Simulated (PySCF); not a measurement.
1,4-dihydroquinoxaline radical cation, C₈H₈N₂ (charge +1 and doublet state).
Z-matrix (Å and degrees, PBE0-D3(BJ)/def2-SVP geometry), rows numbered from 1:
```
C 
C   1  1.3668
N   2  1.3577  1  119.81
C   3  1.3828  2  122.17  1    -0.04
C   4  1.3974  3  122.09  2  -179.98
C   5  1.3869  4  119.59  3  -179.99
C   6  1.4020  5  120.52  4     0.03
C   7  1.3870  6  120.52  5    -0.04
C   8  1.3974  7  119.58  6     0.03
N   1  1.3576  2  119.83  3     0.04
H   1  1.0893  2  122.10  3  -179.98
H   2  1.0894  1  122.12  3   179.99
H   3  1.0156  2  119.38  1  -179.97
H   5  1.0924  4  119.72  3     0.02
H   6  1.0915  5  119.57  4  -179.99
H   7  1.0915  6  119.92  5   179.97
H   8  1.0924  7  120.67  6  -179.99
H  10  1.0156  1  119.39  2   179.99
```

Method used: PBE0-D3(BJ)/def2-SVP geometry optimisation, gas phase (PySCF 2.14.0).

Take the most abundant isotopes and a rigid rotor. The values belong to one conformer with, in the numbering `[CH:1]1=[CH:2][NH:3][c:4]2[cH:5][cH:6][cH:7][cH:8][c:9]2[NH:10]1`, C1–C2–N3–C4 0°, C2–N3–C4–C5 180°, C8–C9–N10–C1 180°, C2–C1–N10–C9 0°.

(1) Give the principal moments of inertia and the rotational constants in cm⁻¹.

(2) Classify the top.

(3) Is it planar, by Δ = Ic − Ia − Ib?

(4) Where do the levels up to J = 2 lie, in MHz?

(5) Which types of transition are allowed, and where do some lines up to J = 5 fall?

(6) Estimate the classical rotational partition function at 200 K, 298.15 K and 500 K.

Results:

(1) Ia = 164.44, Ib = 404.69, Ic = 569.13 u·Å²; 505379 MHz·u·Å²/I gives 3073, 1249 and 888.0 MHz, that is A = 0.10252, B = 0.04166, C = 0.02962 cm⁻¹.

(2) An asymmetric top: κ = (2 × 1249 − 3073 − 888.0)/(3073 − 888.0) = -0.67.

(3) Planar: Δ = Ic − Ia − Ib = 0.00 u·Å². For a rigid frame Δ = −2 Σ m c², so it vanishes when all atoms lie in the ab plane; here none is more than 0.01 Å from it.

(4) Above 0(0,0):
J = 1: 1(0,1) 2137, 1(1,1) 3961, 1(1,0) 4322
J = 2: 2(0,2) 6362, 2(1,2) 7874, 2(1,1) 8957, 2(2,1) 14430, 2(2,0) 14479

(5) The dipole components (about the centre of mass, as the species is charged) are |μa| = 3.10 D, |μb| = 0.00 D, |μc| = 0.00 D; the symmetry axis of this C2v structure is a, so μb and μc vanish by symmetry and there are no b-type or c-type lines. Some lines, for components of 0.1 D or more:

```json
{"type": "a", "branch": "Q", "J(Ka,Kc)": "1(1,0) ← 1(1,1)", "MHz": "361", "lower level (cm⁻¹)": "0.132"}
{"type": "a", "branch": "Q", "J(Ka,Kc)": "5(2,3) ← 5(2,4)", "MHz": "1456", "lower level (cm⁻¹)": "1.332"}
{"type": "a", "branch": "R", "J(Ka,Kc)": "2(1,2) ← 1(1,1)", "MHz": "3913", "lower level (cm⁻¹)": "0.132"}
{"type": "a", "branch": "R", "J(Ka,Kc)": "3(1,3) ← 2(1,2)", "MHz": "5841", "lower level (cm⁻¹)": "0.263"}
{"type": "a", "branch": "R", "J(Ka,Kc)": "3(0,3) ← 2(0,2)", "MHz": "6222", "lower level (cm⁻¹)": "0.212"}
{"type": "a", "branch": "R", "J(Ka,Kc)": "3(2,2) ← 2(2,1)", "MHz": "6410", "lower level (cm⁻¹)": "0.481"}
{"type": "a", "branch": "R", "J(Ka,Kc)": "3(2,1) ← 2(2,0)", "MHz": "6598", "lower level (cm⁻¹)": "0.483"}
{"type": "a", "branch": "R", "J(Ka,Kc)": "5(1,5) ← 4(1,4)", "MHz": "9608", "lower level (cm⁻¹)": "0.716"}
{"type": "a", "branch": "R", "J(Ka,Kc)": "5(0,5) ← 4(0,4)", "MHz": "9901", "lower level (cm⁻¹)": "0.690"}
{"type": "a", "branch": "R", "J(Ka,Kc)": "5(2,4) ← 4(2,3)", "MHz": "10576", "lower level (cm⁻¹)": "0.979"}
{"type": "a", "branch": "R", "J(Ka,Kc)": "5(4,1) ← 4(4,0)", "MHz": "10794", "lower level (cm⁻¹)": "1.784"}
```

(6) Point group C2v, symmetry number σ = 2; q = (√π/σ)·√((kT/h)³/(ABC)), k/h = 20836.6 MHz/K: 129000 at 200 K, 235000 at 298.15 K, 510000 at 500 K.

For this open shell read J as N, the rotation without spin; fine and hyperfine splittings come on top. Whether it is a minimum is left open (no frequencies). ⟨S²⟩ = 0.757 (exact for a doublet: 0.75). Zero-point vibration and centrifugal distortion are left out. Quadrupole hyperfine structure (14N) is left out.
